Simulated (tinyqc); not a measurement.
Inside a calculation. Method: CCSD on RHF in the sto-6g basis, for OH-, spin multiplicity 1. The basis has no diffuse functions, so it cannot describe the extra electron: this is an exercise in the method, not the real anion. Computed by tinyqc, a small Python program that keeps every step (integrals from PySCF). Settings: charge = -1, multiplicity = 1, basis = sto-6g, method = RHF, energy threshold = 1e-10, iteration cap = 67, orthogonalisation = symmetric, start = atomic densities, DIIS depth = 6, amplitude equations = CCSD, DIIS depth for amplitudes = 4, cap on updates = 74. Command: `OMP_NUM_THREADS=1 python tinyqc.py 20063 20064 out.jsonl` (the two numbers bound the seeds that draw the settings). One thread of a shared host (Intel(R) Xeon(R) Processor @ 2.60GHz), about 0.3 s of CPU time with the checks. Later iterations appear only in the table of the cycle.

## One-electron integrals

Geometry (angstrom):
```
atom         x         y         z
O     0.000000  0.000000  0.000000
H     0.000000  0.000000  1.226000
```

Basis sto-6g: exponents (1/bohr^2) and contraction coefficients of normalised primitives:
```
element  l (shell)     exponent  coefficient
O            s (1)  1355.584234     0.009164
O            s (1)   248.544885     0.049361
O            s (1)    69.533902     0.168538
O            s (1)    23.886772     0.370563
O            s (1)     9.275933     0.416492
O            s (1)     3.820341     0.130334
O            s (2)    52.187762    -0.013253
O            s (2)    10.329320    -0.046992
O            s (2)     3.210345    -0.033785
O            s (2)     1.235135     0.250242
O            s (2)     0.536420     0.595117
O            s (2)     0.245881     0.240706
O            p (3)    52.187762     0.003760
O            p (3)    10.329320     0.037679
O            p (3)     3.210345     0.173897
O            p (3)     1.235135     0.418036
O            p (3)     0.536420     0.425860
O            p (3)     0.245881     0.101708
H            s (1)    35.523221     0.009164
H            s (1)     6.513144     0.049361
H            s (1)     1.822143     0.168538
H            s (1)     0.625955     0.370563
H            s (1)     0.243077     0.416492
H            s (1)     0.100112     0.130334
```

Overlap, kinetic and nuclear-attraction integrals over the contracted functions; the nuclear repulsion is the sum of Za Zb / Rab.

nuclear repulsion = 3.45303237 hartree

overlap S:
```
           1O 1s     1O 2s    1O 2px    1O 2py    1O 2pz     2H 1s
1O 1s   1.000000  0.231145  0.000000  0.000000  0.000000  0.029817
1O 2s   0.231145  1.000000  0.000000  0.000000  0.000000  0.319695
1O 2px  0.000000  0.000000  1.000000  0.000000  0.000000  0.000000
1O 2py  0.000000  0.000000  0.000000  1.000000  0.000000  0.000000
1O 2pz  0.000000  0.000000  0.000000  0.000000  1.000000  0.292104
2H 1s   0.029817  0.319695  0.000000  0.000000  0.292104  1.000000
```

kinetic energy T (hartree):
```
            1O 1s      1O 2s    1O 2px    1O 2py    1O 2pz      2H 1s
1O 1s   29.327197  -0.896024  0.000000  0.000000  0.000000  -0.006540
1O 2s   -0.896024   0.842618  0.000000  0.000000  0.000000   0.034017
1O 2px   0.000000   0.000000  2.531309  0.000000  0.000000   0.000000
1O 2py   0.000000   0.000000  0.000000  2.531309  0.000000   0.000000
1O 2pz   0.000000   0.000000  0.000000  0.000000  2.531309   0.121379
2H 1s   -0.006540   0.034017  0.000000  0.000000  0.121379   0.768522
```

nuclear attraction V (hartree):
```
             1O 1s      1O 2s     1O 2px     1O 2py     1O 2pz      2H 1s
1O 1s   -61.689944  -6.251050   0.000000   0.000000  -0.010011  -0.921833
1O 2s    -6.251050  -9.430905   0.000000   0.000000  -0.117633  -2.225873
1O 2px    0.000000   0.000000  -9.407812   0.000000   0.000000   0.000000
1O 2py    0.000000   0.000000   0.000000  -9.407812   0.000000   0.000000
1O 2pz   -0.010011  -0.117633   0.000000   0.000000  -9.475898  -1.809097
2H 1s    -0.921833  -2.225873   0.000000   0.000000  -1.809097  -4.649832
```

core Hamiltonian H = T + V (hartree):
```
             1O 1s      1O 2s     1O 2px     1O 2py     1O 2pz      2H 1s
1O 1s   -32.362747  -7.147074   0.000000   0.000000  -0.010011  -0.928373
1O 2s    -7.147074  -8.588287   0.000000   0.000000  -0.117633  -2.191856
1O 2px    0.000000   0.000000  -6.876503   0.000000   0.000000   0.000000
1O 2py    0.000000   0.000000   0.000000  -6.876503   0.000000   0.000000
1O 2pz   -0.010011  -0.117633   0.000000   0.000000  -6.944589  -1.687718
2H 1s    -0.928373  -2.191856   0.000000   0.000000  -1.687718  -3.881310
```

## Two-electron integrals

Functions are numbered as in S; the eight-fold symmetry (ij|kl) = (ji|kl) = (kl|ij) leaves the list below.

Two-electron integrals (ij|kl) in chemists' order, unique and non-zero (hartree):
```
(11|11) 4.787491   (21|11) 0.675884   (21|21) 0.121505   (22|11) 1.117379
(22|21) 0.249212   (22|22) 0.817383   (31|31) 0.025762   (32|31) 0.039145
(32|32) 0.180664   (33|11) 1.117381   (33|21) 0.249212   (33|22) 0.817382
(33|33) 0.880663   (41|41) 0.025762   (42|41) 0.039145   (42|42) 0.180664
(43|43) 0.047461   (44|11) 1.117381   (44|21) 0.249212   (44|22) 0.817382
(44|33) 0.785741   (44|44) 0.880663   (51|51) 0.025762   (52|51) 0.039145
(52|52) 0.180664   (53|53) 0.047461   (54|54) 0.047461   (55|11) 1.117381
(55|21) 0.249212   (55|22) 0.817382   (55|33) 0.785741   (55|44) 0.785741
(55|55) 0.880663   (61|11) 0.092665   (61|21) 0.015983   (61|22) 0.032118
(61|33) 0.032050   (61|44) 0.032050   (61|51) 0.000785   (61|52) 0.001542
(61|55) 0.032253   (61|61) 0.002143   (62|11) 0.248843   (62|21) 0.056393
(62|22) 0.207823   (62|33) 0.204239   (62|44) 0.204239   (62|51) 0.004538
(62|52) 0.034932   (62|55) 0.214991   (62|61) 0.007476   (62|62) 0.068863
(63|31) 0.005946   (63|32) 0.034501   (63|53) 0.007038   (63|63) 0.009176
(64|41) 0.005946   (64|42) 0.034501   (64|54) 0.007038   (64|64) 0.009176
(65|11) 0.191099   (65|21) 0.043880   (65|22) 0.172334   (65|33) 0.164864
(65|44) 0.164864   (65|51) 0.008941   (65|52) 0.061091   (65|55) 0.187272
(65|61) 0.006052   (65|62) 0.069368   (65|65) 0.078121   (66|11) 0.426071
(66|21) 0.098327   (66|22) 0.416441   (66|33) 0.401149   (66|44) 0.401149
(66|51) 0.009163   (66|52) 0.099139   (66|55) 0.447024   (66|61) 0.013122
(66|62) 0.184367   (66|65) 0.211233   (66|66) 0.774999
```

## Orthogonalisation

S = U s U^T; symmetric (Loewdin) form X = U s^(-1/2) U^T, so that X^T S X = 1.

eigenvalues of S: 0.541091  0.844845  1.000000  1.000000  1.133126  1.480937

X:
```
            1O 1s      1O 2s    1O 2px    1O 2py     1O 2pz      2H 1s
1O 1s    1.021445  -0.124480  0.000000  0.000000  -0.004341   0.015992
1O 2s   -0.124480   1.067495  0.000000  0.000000   0.041671  -0.185517
1O 2px   0.000000   0.000000  1.000000  0.000000   0.000000   0.000000
1O 2py   0.000000   0.000000  0.000000  1.000000   0.000000   0.000000
1O 2pz  -0.004341   0.041671  0.000000  0.000000   1.037233  -0.166367
2H 1s    0.015992  -0.185517  0.000000  0.000000  -0.166367   1.082396
```

## Starting guess

The start is atomic minimal-basis densities projected into this basis (PySCF's MINAO start) and scaled to the electron count of each spin; this density is not idempotent, so its energy is not variational and may lie below the converged one.

D at the start:
```
            1O 1s      1O 2s    1O 2px    1O 2py     1O 2pz      2H 1s
1O 1s    2.381246  -0.544396  0.000000  0.000000   0.010804  -0.016286
1O 2s   -0.544396   2.358227  0.000000  0.000000  -0.059607   0.069398
1O 2px   0.000000   0.000000  1.455237  0.000000   0.000000   0.000000
1O 2py   0.000000   0.000000  0.000000  1.455237   0.000000   0.000000
1O 2pz   0.010804  -0.059607  0.000000  0.000000   1.366773   0.145489
2H 1s   -0.016286   0.069398  0.000000  0.000000   0.145489   1.106552
```

## Iteration 1: building the Fock matrix

J_ij = sum D_kl (ij|kl), K_ij = sum D_kl (ik|jl); F = H + J - 0.5 K; E = tr D H + tr D J / 2 - 0.25 tr D K + E_nn.

Coulomb J (hartree):
```
            1O 1s     1O 2s    1O 2px    1O 2py    1O 2pz     2H 1s
1O 1s   18.637242  3.259674  0.000000  0.000000  0.009235  0.433443
1O 2s    3.259674  8.351891  0.000000  0.000000  0.111584  2.138969
1O 2px   0.000000  0.000000  8.335100  0.000000  0.000000  0.000000
1O 2py   0.000000  0.000000  0.000000  8.335100  0.000000  0.000000
1O 2pz   0.009235  0.111584  0.000000  0.000000  8.385472  1.808285
2H 1s    0.433443  2.138969  0.000000  0.000000  1.808285  4.600682
```

exchange K (hartree):
```
            1O 1s     1O 2s    1O 2px    1O 2py    1O 2pz     2H 1s
1O 1s   11.062822  1.701120  0.000000  0.000000  0.007880  0.255288
1O 2s    1.701120  2.831684  0.000000  0.000000  0.074146  0.912499
1O 2px   0.000000  0.000000  1.877078  0.000000  0.000000  0.000000
1O 2py   0.000000  0.000000  0.000000  1.877078  0.000000  0.000000
1O 2pz   0.007880  0.074146  0.000000  0.000000  1.935698  0.662957
2H 1s    0.255288  0.912499  0.000000  0.000000  0.662957  1.228899
```

Fock matrix F (hartree):
```
             1O 1s      1O 2s    1O 2px    1O 2py     1O 2pz      2H 1s
1O 1s   -19.256917  -4.737960  0.000000  0.000000  -0.004716  -0.622574
1O 2s    -4.737960  -1.652238  0.000000  0.000000  -0.043121  -0.509137
1O 2px    0.000000   0.000000  0.520058  0.000000   0.000000   0.000000
1O 2py    0.000000   0.000000  0.000000  0.520058   0.000000   0.000000
1O 2pz   -0.004716  -0.043121  0.000000  0.000000   0.473034  -0.210912
2H 1s    -0.622574  -0.509137  0.000000  0.000000  -0.210912   0.104922
```

total energy of this density = -79.80218755 hartree

This density is the starting one; it is not idempotent, so its energy is not variational and may lie below the converged one.

## Iteration 1: diagonalisation and new density

Diagonalise F' = X^T F X, C = X C', fill 5 alpha and 5 beta electrons from the bottom; D = 2 C_occ C_occ^T. Each column has its largest component positive (the first on a tie).

F' = X^T F X (hartree):
```
            1          2         3         4          5          6
1  -18.930684  -2.473280  0.000000  0.000000  -0.020796  -0.060252
2   -2.473280  -0.745203  0.000000  0.000000   0.062111  -0.377312
3    0.000000   0.000000  0.520058  0.000000   0.000000   0.000000
4    0.000000   0.000000  0.000000  0.520058   0.000000   0.000000
5   -0.020796   0.062111  0.000000  0.000000   0.585566  -0.361594
6   -0.060252  -0.377312  0.000000  0.000000  -0.361594   0.358583
```

orbital energies (hartree): MO1 -19.261680, MO2 -0.565792, MO3 0.186511, MO4 0.520058, MO5 0.520058, MO6 0.909224

coefficients C:
```
              MO1        MO2        MO3       MO4        MO5        MO6
1O 1s    0.996014  -0.233701   0.090843  0.000000   0.000000  -0.064860
1O 2s    0.017057   0.916422  -0.459058  0.000000   0.000000   0.374618
1O 2px   0.000000   0.000000   0.000000  0.023302   0.999728   0.000000
1O 2py   0.000000   0.000000   0.000000  0.999728  -0.023302   0.000000
1O 2pz   0.001039   0.047554   0.560376  0.000000   0.000000   0.888257
2H 1s   -0.002785   0.240695   0.677969  0.000000   0.000000  -0.846374
```

D after iteration 1:
```
            1O 1s      1O 2s    1O 2px    1O 2py     1O 2pz      2H 1s
1O 1s    2.109825  -0.477764  0.000000  0.000000   0.081655   0.005129
1O 2s   -0.477764   2.101708  0.000000  0.000000  -0.427295  -0.181394
1O 2px   0.000000   0.000000  2.000000  0.000000   0.000000   0.000000
1O 2py   0.000000   0.000000  0.000000  2.000000   0.000000   0.000000
1O 2pz   0.081655  -0.427295  0.000000  0.000000   0.632568   0.782722
2H 1s    0.005129  -0.181394  0.000000  0.000000   0.782722   1.035167
```

Within a degenerate level the vectors are fixed only up to a rotation; this is one choice.

## Iteration 7 (converged): orbitals

converged F (hartree):
```
             1O 1s      1O 2s    1O 2px    1O 2py     1O 2pz      2H 1s
1O 1s   -19.742526  -4.795630  0.000000  0.000000  -0.015649  -0.625125
1O 2s    -4.795630  -1.700994  0.000000  0.000000   0.007302  -0.462256
1O 2px    0.000000   0.000000  0.190219  0.000000   0.000000   0.000000
1O 2py    0.000000   0.000000  0.000000  0.190219   0.000000   0.000000
1O 2pz   -0.015649   0.007302  0.000000  0.000000   0.524872  -0.262165
2H 1s    -0.625125  -0.462256  0.000000  0.000000  -0.262165   0.058844
```

As before.

F' = X^T F X (hartree):
```
            1          2         3         4          5          6
1  -19.423557  -2.467375  0.000000  0.000000  -0.038541  -0.064984
2   -2.467375  -0.807751  0.000000  0.000000   0.119872  -0.317452
3    0.000000   0.000000  0.190219  0.000000   0.000000   0.000000
4    0.000000   0.000000  0.000000  0.190219   0.000000   0.000000
5   -0.038541   0.119872  0.000000  0.000000   0.661481  -0.427538
6   -0.064984  -0.317452  0.000000  0.000000  -0.427538   0.307289
```

orbital energies (hartree): MO1 -19.745621, MO2 -0.591149, MO3 0.075503, MO4 0.190219, MO5 0.190219, MO6 0.998728

coefficients C:
```
              MO1        MO2        MO3        MO4       MO5        MO6
1O 1s    0.996846  -0.237602   0.074910   0.000000  0.000000  -0.057891
1O 2s    0.013635   0.953290  -0.409178   0.000000  0.000000   0.338849
1O 2px   0.000000   0.000000   0.000000  -0.110584  0.993867   0.000000
1O 2py   0.000000   0.000000   0.000000   0.993867  0.110584   0.000000
1O 2pz   0.001473   0.004814   0.490306   0.000000  0.000000   0.929979
2H 1s   -0.002607   0.179374   0.760566   0.000000  0.000000  -0.789487
```

D after iteration 7:
```
            1O 1s      1O 2s    1O 2px    1O 2py     1O 2pz      2H 1s
1O 1s    2.111536  -0.487127  0.000000  0.000000   0.074106   0.023511
1O 2s   -0.487127   2.152748  0.000000  0.000000  -0.392026  -0.280493
1O 2px   0.000000   0.000000  2.000000  0.000000   0.000000   0.000000
1O 2py   0.000000   0.000000  0.000000  2.000000   0.000000   0.000000
1O 2pz   0.074106  -0.392026  0.000000  0.000000   0.480850   0.747539
2H 1s    0.023511  -0.280493  0.000000  0.000000   0.747539   1.221284
```

Within a degenerate level the vectors are fixed only up to a rotation; this is one choice.

## Convergence

Stop when the energy changes by less than 1e-10 hartree and every element of the error matrix X^T (F D S - S D F) X is below 3e-06.

Course of the cycle:
```
iteration   E (hartree)     change  largest element of the error matrix
1          -79.80218755          -                             8.04e-01
2          -74.76316553   5.04e+00                             1.30e-01
3          -74.77399805  -1.08e-02                             8.64e-03
4          -74.77406233  -6.43e-05                             1.76e-03
5          -74.77406462  -2.29e-06                             3.58e-05
6          -74.77406462  -1.29e-09                             1.33e-07
7          -74.77406462   2.84e-14                             9.46e-10
```

PySCF RHF in the same basis = -74.77406462 hartree

Converged in 7 iterations.

## Populations, bond orders and dipole

Mulliken: Z minus the diagonal of D S on the atom; Loewdin: the same with S^(1/2) D S^(1/2); Mayer order: 2 sum_s sum (D(s) S)_ij (D(s) S)_ji over the two atoms.

Charges (e):
```
atom   Mulliken    Loewdin
1O    -0.649328  -0.661424
2H    -0.350672  -0.338576
```

Mayer bond orders:
```
pair     order
2-1   0.877029
```

dipole moment about the origin, x y z (debye): 0.000000  0.000000  -1.466033

## Integrals over molecular orbitals

(pq|rs) = sum C_ip C_jq C_kr C_ls (ij|kl), one index at a time.

one-electron integrals over orbitals h = C^T H C (hartree):
```
            1          2          3          4          5          6
1  -32.349878   0.619622  -0.192248   0.000000   0.000000   0.153166
2    0.619622  -7.193534   0.693663   0.000000   0.000000  -0.756452
3   -0.192248   0.693663  -5.049848   0.000000   0.000000  -1.548389
4    0.000000   0.000000   0.000000  -6.876503   0.000000   0.000000
5    0.000000   0.000000   0.000000   0.000000  -6.876503   0.000000
6    0.153166  -0.756452  -1.548389   0.000000   0.000000  -5.746375
```

Two-electron integrals over orbitals (pq|rs), unique and non-zero (hartree):
```
(11|11) 4.763405    (21|11) -0.460956   (21|21) 0.071507    (22|11) 1.070308
(22|21) -0.019759   (22|22) 0.743187    (31|11) 0.148712    (31|21) -0.023072
(31|22) 0.007626    (31|31) 0.014598    (32|11) -0.181941   (32|21) 0.006747
(32|22) -0.066283   (32|31) 0.009266    (32|32) 0.120156    (33|11) 0.685650
(33|21) -0.005612   (33|22) 0.567990    (33|31) -0.000590   (33|32) 0.020888
(33|33) 0.618049    (41|41) 0.026664    (42|41) 0.034381    (42|42) 0.159503
(43|41) -0.010095   (43|42) -0.040832   (43|43) 0.029163    (44|11) 1.117092
(44|21) -0.012413   (44|22) 0.773318    (44|31) 0.003858    (44|32) -0.097280
(44|33) 0.548275    (44|44) 0.880663    (51|51) 0.026664    (52|51) 0.034381
(52|52) 0.159503    (53|51) -0.010095   (53|52) -0.040832   (53|53) 0.029163
(54|54) 0.047461    (55|11) 1.117092    (55|21) -0.012413   (55|22) 0.773318
(55|31) 0.003858    (55|32) -0.097280   (55|33) 0.548275    (55|44) 0.785741
(55|55) 0.880663    (61|11) -0.116890   (61|21) 0.018555    (61|22) -0.002953
(61|31) 0.006459    (61|32) 0.020898    (61|33) -0.005352   (61|44) -0.003011
(61|55) -0.003011   (61|61) 0.026504    (62|11) 0.155099    (62|21) -0.004673
(62|22) 0.079837    (62|31) 0.016209    (62|32) 0.052255    (62|33) 0.001791
(62|44) 0.083550    (62|55) 0.083550    (62|61) 0.023509    (62|62) 0.111231
(63|11) 0.307175    (63|21) -0.004226   (63|22) 0.156826    (63|31) -0.002741
(63|32) -0.108484   (63|33) -0.009992   (63|44) 0.179557    (63|55) 0.179557
(63|61) -0.008367   (63|62) 0.020920    (63|63) 0.184771    (64|41) 0.007518
(64|42) 0.030646    (64|43) 0.014568    (64|64) 0.037810    (65|51) 0.007518
(65|52) 0.030646    (65|53) 0.014568    (65|65) 0.037810    (66|11) 0.944254
(66|21) -0.011132   (66|22) 0.675647    (66|31) 0.010311    (66|32) 0.003975
(66|33) 0.613769    (66|44) 0.668973    (66|55) 0.668973    (66|61) 0.008779
(66|62) 0.078734    (66|63) 0.074210    (66|66) 0.708743
```

## CCSD: starting amplitudes

t_ij^ab = <ij||ab> / (e_i + e_j - e_a - e_b), whose energy is MP2.

Starting amplitudes (spin orbitals 1a, 1b, ...; amplitudes related by a flip of all spins are not repeated):
```
from      to          t
3a 3b  6a 6b  -0.100068
2a 2b  6a 6b  -0.034981
5a 5b  6a 6b  -0.023383
4a 4b  6a 6b  -0.023383
2a 3b  6a 6b  -0.008324
1a 2b  6a 6b  -0.001053
1a 1b  6a 6b  -0.000639
1a 3b  6a 6b   0.000386
```

correlation energy = -0.02457013 hartree

## CCSD: amplitude update 1

t_i^a D_i^a and t_ij^ab D_ij^ab are set to the remaining terms of the spin-orbital equations, evaluated with the old amplitudes; for the doubles these are <ij||ab> + 1/2 <ab||ef> t_ij^ef + 1/2 <mn||ij> t_mn^ab + P(ij)P(ab) <mb||ej> t_im^ae + terms in t^2 + terms with t1, D the orbital-energy denominators.

Amplitudes after update 1 (spin orbitals 1a, 1b, ...; amplitudes related by a flip of all spins are not repeated):
```
from      to          t
3a 3b  6a 6b  -0.136509
2a 2b  6a 6b  -0.040144
5a 5b  6a 6b  -0.032063
4a 4b  6a 6b  -0.032063
2a 3b  6a 6b  -0.011351
3a        6a   0.008027
2a        6a   0.005204
1a 2b  6a 6b  -0.000970
1a 1b  6a 6b  -0.000519
1a 3b  6a 6b   0.000278
1a        6a   2.86e-06
```

correlation energy = -0.03263504 hartree

## CCSD: convergence

E_corr = 1/4 sum <ij||ab> t_ij^ab + 1/2 sum <ij||ab> t_i^a t_j^b; stop when the norm of the change is below 1e-8.

Course of the amplitude iterations:
```
update  correlation energy (hartree)  norm of the change
0                        -0.02457013                   -
1                        -0.03263504            7.92e-02
2                        -0.03552756            3.22e-02
3                        -0.03754922            1.43e-02
4                        -0.03756574            1.37e-03
5                        -0.03756619            4.22e-04
6                        -0.03756418            5.26e-05
7                        -0.03756426            1.07e-05
8                        -0.03756454            2.67e-06
9                        -0.03756456            4.28e-07
10                       -0.03756455            1.71e-07
11                       -0.03756455            7.60e-08
12                       -0.03756455            2.35e-08
13                       -0.03756455            5.46e-09
```

Converged amplitudes (spin orbitals 1a, 1b, ...; amplitudes related by a flip of all spins are not repeated):
```
from      to          t
3a 3b  6a 6b  -0.162527
5a 5b  6a 6b  -0.039345
4a 4b  6a 6b  -0.039345
2a 2b  6a 6b  -0.036055
3a        6a   0.017702
2a 3b  6a 6b  -0.013656
2a        6a   0.010789
1a 2b  6a 6b  -0.000864
1a 1b  6a 6b  -0.000467
1a 3b  6a 6b   0.000171
1a        6a  -0.000014
```

CCSD total energy = -74.81162918 hartree

T1 diagnostic, norm of the one-spin t1 over sqrt(correlated electrons) = 0.006556

Converged in 13 updates, with DIIS from the third.
